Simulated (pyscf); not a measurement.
Optimised with ωB97X-D3(BJ)/def2-SVP in PySCF.

`[F][InH2]` + `[H][H]` -> `[InH3]` + `[FH]`
Surface: singlet. Broken: F–In, H–H. Formed: H–In, F–H. Give ΔE‡ and ΔE from ωB97M-D3(BJ)/def2-TZVP, relative to the separated reactants.

ΔE‡ = 18.1 kcal/mol, ΔE = +14.6 kcal/mol. Zero-point energy shifts the barrier by +2.5 kcal/mol. It is a four-centre exchange, with an imaginary mode of 1032i cm⁻¹. On the product side the descent ends in an adduct with a F–In contact, 7.2 kcal/mol under the separated species and 9.2 kcal/mol under the saddle at ωB97X-D3(BJ)/def2-TZVP. What is counted as broken (F–In) persists as a longer contact in the product adduct; parting that adduct is a step of its own. At the saddle there is also a short H–In contact that neither side keeps. One saddle was located; it need not be the lowest between these sides. Elements past Kr carry the def2 core potentials, without spin-orbit coupling.
